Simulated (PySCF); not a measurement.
Frontier orbitals and the lowest excitations

Compound: 1,3-hexadiyne, C6H6.
Bonds: C1–C2 (triple), C2–C3, C3–C4 (triple), C4–C5, C5–C6. Hydrogens: H7 on C1; H8, H9 on C5; H10, H11, H12 on C6.

Theory: PySCF 2.14.0, density-fitted response routines, TDDFT CAM-B3LYP/def2-SVPD, vertical, gas phase, core orbitals frozen in the response. Isolated species at its PBE0-D3(BJ)/def2-SVP geometry, gas phase.

Frontier orbitals with the atoms that hold most of them (Löwdin shares over 4%, at most four atoms; ? is withheld):

```json
{"orbital": "LUMO+2", "ε (eV)": "1.31", "atoms": "C4 16%, C5 16%, C6 15%, C3 12%"}
{"orbital": "LUMO+1", "ε (eV)": "0.59", "atoms": "C1 24%, C2 21%, C4 20%, C3 16%"}
{"orbital": "LUMO", "ε (eV)": "0.51", "atoms": "?"}
{"orbital": "HOMO", "ε (eV)": "?", "atoms": "C4 24%, C1 24%, C3 22%, C2 19%"}
{"orbital": "HOMO-1", "ε (eV)": "-8.40", "atoms": "?"}
{"orbital": "HOMO-2", "ε (eV)": "-11.12", "atoms": "C2 28%, C3 21%, C1 19%, C4 10%"}
{"orbital": "HOMO-3", "ε (eV)": "-11.20", "atoms": "C2 31%, C3 25%, C1 20%, C4 12%"}
```

Task: Which atoms hold the LUMO, and with what shares?

Result: C1 (bonded to C and H) 22%; C2 (bonded to 2 C) 18%; C4 (bonded to 2 C) 18%; C3 (bonded to 2 C) 15%.

Task: Give the leading atoms of the HOMO-1.

Result: C4 (bonded to 2 C) 24%; C1 (bonded to C and H) 24%; C3 (bonded to 2 C) 22%; C2 (bonded to 2 C) 19%.

Task: What is the HOMO energy, and the HOMO–LUMO gap?

Result: ε(HOMO) = -8.37 eV; the gap is 8.87 eV (0.3260 hartree).

Task: How does S1 compare with the orbital gap of 8.87 eV?

Result: S1 is at 4.67 eV (f = 0.0000), 4.20 eV below the gap, made of HOMO→LUMO (61%), HOMO-1→LUMO+1 (32%). Without the coupling terms of the response equations the lowest excitation would equal the gap.

Next come S2 at 4.88 eV (f 0.0004), HOMO→LUMO+1 (48%), HOMO-1→LUMO (47%); S3 at 4.88 eV (f 0.0002), HOMO-1→LUMO+1 (65%), HOMO→LUMO (31%); S4 at 6.86 eV (f 0.0000), HOMO→LUMO+2 (80%); S5 at 6.91 eV (f 0.034), HOMO-1→LUMO+2 (76%), HOMO-1→LUMO+3 (9%).

Löwdin shares depend on the basis, the more so with diffuse functions.
